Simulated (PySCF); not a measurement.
## Core-level binding energies of `CSC[PH+](C)C`

Compound: C4H12PS (charge +1).
Bonds: C1–S2, S2–C3, C3–P4, P4–C5, P4–C6. Hydrogens: H7, H8, H9 on C1; H10, H11 on C3; H12 on P4; H13, H14, H15 on C5; H16, H17, H18 on C6.

Method: delta-SCF UKS SCAN, pcX-2 on the ionised atom, pcseg-1 elsewhere, spin-free X2C (PySCF). These are vertical core ionisation energies against the vacuum level, from separate self-consistent calculations with and without the core hole.

Problem. List the computed XPS lines with their assignment.

Solution. 
| atom(s) | environment | level | binding energy (eV) | 2p1/2 (eV) | above the level's lowest (eV) | count |
| --- | --- | --- | --- | --- | --- | --- |
| P4 | phosphonium phosphorus | P 2p3/2 | 143.15 | 144.03 | 0.00 | 1 |
| C1 | S-methyl carbon | C 1s | 295.14 | – | 0.00 | 1 |
| C5/C6 | sp3 carbon bound to phosphorus | C 1s | 295.94 | – | +0.80 | 2 |
| C3 | sp3 carbon bound to sulfur | C 1s | 296.15 | – | +1.01 | 1 |
| P4 | phosphonium phosphorus | P 1s | 2156.82 | – | 0.00 | 1 |
| S2 | sulfide sulfur | S 1s | 2481.40 | – | 0.00 | 1 |

Lowest listed C 1s: C1, bonded to S and 3 H. Highest, 1.01 eV above it: C3, bonded to S, 2 H and P. The widest gap between neighbouring values is 0.80 eV, between 295.14 and 295.94 eV.

Problem. Give the binding energy of C 1s of C3 in hartree and in kJ/mol.

Solution. 296.15 eV = 10.8833 Eh = 28574 kJ/mol.

Topologically equivalent atoms share the value of their first member; where this conformer doesn't relate them by symmetry, their own values could differ. Not every level is listed. The 2p values aren't plain energy differences: one relaxed spin-free 2p hole is combined with a matrix within the shell (ground-state 2p orbital-energy differences and spin–orbit coupling). 2p3/2, the mean of its two sublevels, lies a third of the splitting below the shell's mean and 2p1/2 two thirds above it; the statistical areas are 2:1. 2p1/2 minus 2p3/2 (ligand field included): P 0.89 eV. The species carries charge +1, so core ionisation leaves charge +2. The structure is a single PBE0-D3(BJ)/def2-SVP conformer in the gas phase; no vibrational or solvent corrections.

On one thread, Arm Neoverse V1 (aarch64), shared host, this took 94 s and 0.57 GiB of memory at its peak.

The values belong to the conformer `[CH3:1][S:2][CH2:3][PH+:4]([CH3:5])[CH3:6]`: C1–S2–C3–P4 101°, S2–C3–P4–C5 -60°.
